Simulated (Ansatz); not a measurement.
Fluorite CdF₂ was calculated with RPBE (plane waves, PAW; Ansatz, a program for electronic structure).

Input:

Ansatz 0.2 input:
```yaml
crystal:
  lattice:
    - [0.0, 2.7493549457, 2.7493549457]
    - [2.7493549457, 0.0, 2.7493549457]
    - [2.7493549457, 2.7493549457, 0.0]
  atoms:
    - { symbol: Cd, position: [0.0, 0.0, 0.0] }
    - { symbol: F, position: [0.25, 0.25, 0.25] }
    - { symbol: F, position: [0.75, 0.75, 0.75] }
basis:
  ecutwfc: 520
  ecutrho_ratio: 4
  xc_grid: 2
kpoints:
  mp_grid: { grid: [12, 12, 12] }
hamiltonian:
  xc: rpbe
  dispersion: none
  pseudopotentials: { kind: paw }
scf:
  occupations: { method: fermi_dirac, width: 0.01 }
  convergence: { dr2_threshold: 0.0000000003 }
output:
  forces: true
  stress: true
  eigenvalues: true
```

Output (set-up and result lines):

```
Crystal: 3 atoms, lattice volume = 41.564 Å³
Basis set: ecut = 520 eV, 1139 PW (Γ), exchange–correlation on 60×60×60 points (8 copies of the dense FFT grid, shifted against one another)
Bands: 21, of which v1, the nominal top of the filled ones, is band 17 counted from 1 (16 counted from 0)
Symmetry: 48 space group operations
Space group: Fm-3m (ITA 225), of the structure as read, at distance tolerance 3.5e-5 Å
k-points: 72 of 1728
Functional: x = rpbe, c = pbe(β = 0.06672455060314922)
SCF iter   1: F=—  HF=-9884.545113 eV  |F-HF|=—  |Δ(HF+E_count)|=         —  Δρ=7.02e-3  dr2=1.66e-2
SCF iter   2: F=—  HF=-9884.542662 eV  |F-HF|=—  |Δ(HF+E_count)|=   2.45e-3  Δρ=4.00e-3  dr2=2.69e-3
  ...
SCF iter   6: F=—  HF=-9884.542148 eV  |F-HF|=—  |Δ(HF+E_count)|=   5.00e-6  Δρ=3.91e-6  dr2=2.21e-9
SCF iter   7: F=-9884.542148 eV  HF=-9884.542148 eV  |F-HF|=1.58e-10  |Δ(HF+E_count)|=   1.05e-8  Δρ=3.89e-7  dr2=4.22e-11
SCF 1 converged in 7 iterations: F = -9884.542148 eV  dr2 = 4.22e-11
SCF converged after 7 iterations
Free energy (F): -9884.542148 eV
Internal energy: -9884.542148 eV  (E = F + TS)
E sigma→0 (E₀):  -9884.542148 eV
Fermi energy:    7.299989 eV
--- Forces (eV/Å), atoms counted from 1 ---
  atom   1  Cd    -0.00000000     0.00000000     0.00000000
  atom   2  F     -0.00000000     0.00000000    -0.00000000
  atom   3  F      0.00000000     0.00000000     0.00000000
--- Stress (GPa, compression-positive) ---
        3.548331      -0.000000       0.000000
       -0.000000       3.548331      -0.000000
        0.000000      -0.000000       3.548331
  P = ⅓ Tr σ = 3.5483 GPa (35.483 kbar)
```

The cell is one volume of an energy–volume scan, off the minimum.

The PAW data were made under PBE.

Computing time: about 3 core-seconds (a rough figure).
